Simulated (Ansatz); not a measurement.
Calculated with Ansatz (gas phase, PBE0-D4/def2-TZVP geometries, no zero-point term in ΔE). CCSD(T)/CBS adds triple-zeta CCSD(T) − MP2 to the extrapolated MP2 energy (def2 sets, frozen cores). This one scheme is used for every species. DFT in def2-TZVPP. HSE06 is defined as in plane-wave codes.

Reaction (adduct formation): CH₃OH + `[AlH3]` → `C[OH+][AlH3-]`

| species | HSE06 energy (Eh) |
| --- | --- |
| CH₃OH | -115.63382 |
| `[AlH3]` | -244.07238 |
| `C[OH+][AlH3-]` | -359.74310 |

Work out ΔE.

ΔE = (-359.74310) − (-115.63382) − (-244.07238) = -0.03690 Eh = -96.9 kJ/mol. CCSD(T)/CBS gives -102.0 kJ/mol.

Largest T1 diagnostic among the species: 0.009.

At CCSD(T), def2-SVP lies −12.0 kJ/mol from the extrapolated value and def2-TZVPP −0.1 kJ/mol. From PBE to PBE0 (25 % exact exchange), in def2-TZVPP and without D4, ΔE moves by −4.7 kJ/mol.
